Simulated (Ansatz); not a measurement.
**AlCl2H: molecular dynamics**

The plan is to follow the molecule's vibrations and see whether its bonds hold. The start is relaxed first. Runs: 500 steps of 0.25 fs at constant energy, with velocities drawn for 50 K.

All numbers below are computed with Ansatz 0.2.0 (RKS PBE/def2-SVP).

## (1) The system as given

Bond lengths: Al1–H2 1.560 Å, Al1–Cl3 2.230 Å, Al1–Cl4 2.230 Å. Angles: H2–Al1–Cl3 120.0°, H2–Al1–Cl4 120.0°, Cl3–Al1–Cl4 120.0°.

Coordinates:

```xyz
4

Al    0.0000    0.0000    0.0000
H     0.0000    0.0000    1.5600
Cl    1.9312    0.0000   -1.1150
Cl   -1.9312    0.0000   -1.1150
```

## (2) Relaxing the start

File input.yaml:

```yaml
crystal:
  periodic: [false, false, false]
  atoms:
    - { symbol: Al, position_ang: [0.0, 0.0, 0.0] }
    - { symbol: H, position_ang: [0.0, 0.0, 1.56] }
    - { symbol: Cl, position_ang: [1.9312, 0.0, -1.115] }
    - { symbol: Cl, position_ang: [-1.9312, 0.0, -1.115] }
basis:
  gaussian: { orbitals: def2-SVP }
hamiltonian:
  xc: pbe
relax:
  f_tol: 0.02
  max_steps: 40
```

On the command line:

```bash
ansatz run input.yaml --threads 1 --pin off --max-ram 2048MiB --backend cpu --events-out ev --progress --plain --runs-dir out
```

Further steps of the session: Dynamics.

**Question.** What will these runs give? Wanted: relaxation of the start; temperature, first and last step; temperature, second half; potential energy, second half; largest change of the total energy; bonds formed or broken.

The runs gave:

| quantity | value |
| --- | --- |
| relaxation of the start | 3 moves, 0.224 eV lower |
| length | 500 steps of 0.25 fs |
| temperature, first and last step | 50 and 6 K |
| temperature, second half | mean 25 K, from 6 to 43 K |
| potential energy, second half | +2 meV/atom from the start |
| largest change of the total energy | 0.00 meV/atom |
| bonds formed or broken | 0 |

**Reading.** The temperature starts at 50 K and averages 25 K in the second half, where it ranges from 6 to 43 K. About half is expected from a start at a minimum: kinetic energy passes into potential energy until both shares match. The total energy strays from its start by at most 0.00 meV/atom, under 0.1 % of the mean kinetic energy, so a step of 0.25 fs is short enough over this time. No bond forms or breaks. A run of 125 fs with 4 atoms shows the motion but fixes no equilibrium value. The nuclei move classically, without zero-point motion, which matters most for hydrogen.
